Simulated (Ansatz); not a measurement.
in.yaml

```yaml
crystal:
  periodic: [false, false, false]
  atoms:
    - {symbol: P, position_ang: [0.000000, 0.000000, 0.000000]}
    - {symbol: P, position_ang: [0.000000, 0.000000, 1.932288]}
basis:
  gaussian: {orbitals: "6-31G*"}
magnetization: {spin_polarized: false}
correlation: {method: bccd_t, electrons: outside_noble_gas}
```

```sh
$ ansatz run in.yaml --threads 1 --pin off --events-out ev --progress --plain --max-ram 4096MiB --backend cpu
```

Log:

```
332 factors; integrals over basis functions are off by at most 7.8e-4 eV
mean field evaluation 1: about -18542.2000 eV, gradient 5.6e0 eV
mean field evaluation 2: about -18542.2137 eV, gradient 5.7e0 eV
mean field evaluation 4: about -18542.3938 eV, gradient 1.6e-1 eV
mean field evaluation 8: about -18542.3940 eV, gradient 7.5e-5 eV
mean field -18542.39400934 eV, -681.4204113572 hartree, gradient 6.4e-7 eV, S^2 0.000000; 0 other end points of the search recorded, 0 dependent functions left out; unrestricted orbitals would lower it
mean field evaluation 16: about -18542.3936 eV, gradient 5.3e0 eV
10 core orbitals not correlated: weight in the atoms' cores, before any rotation towards them, 1.000 or more for the frozen orbitals, at most 0.000 for the correlated occupied ones
reference -18542.39400934 eV, -681.4204113572 hartree; 5, 5 occupied and 23, 23 virtual orbitals, 332 factors
second order -6.03507012 eV of doubles, -0.00000000 eV of singles
cycle   1  -6.09487178 eV  change   -6.0e-2 eV  update   9.9e-2
cycle   2  -6.36850702 eV  change   -2.7e-1 eV  update   3.2e-2
cycle   3  -6.42827116 eV  change   -6.0e-2 eV  update   1.6e-2
cycle   4  -6.43903228 eV  change   -1.1e-2 eV  update   5.3e-3
cycle   5  -6.43989508 eV  change   -8.6e-4 eV  update   1.3e-3
cycle   6  -6.44038226 eV  change   -4.9e-4 eV  update   3.8e-4
cycle   7  -6.44069256 eV  change   -3.1e-4 eV  update   9.7e-5
cycle   8  -6.44065591 eV  change    3.7e-5 eV  update   2.2e-5
cycle   9  -6.44066532 eV  change   -9.4e-6 eV  update   5.2e-6
perturbative correction -0.40333694 eV, -0.0148223590 hartree
Total energy: -18549.23801160 eV, -681.6719238010 hartree
```

For the same geometry and basis RCCSDTQ lies 62.9 meV lower.

Ran on 1 thread of AMD EPYC 7R13, shared host: 0.75 s wall, 0.1 GiB peak host memory.
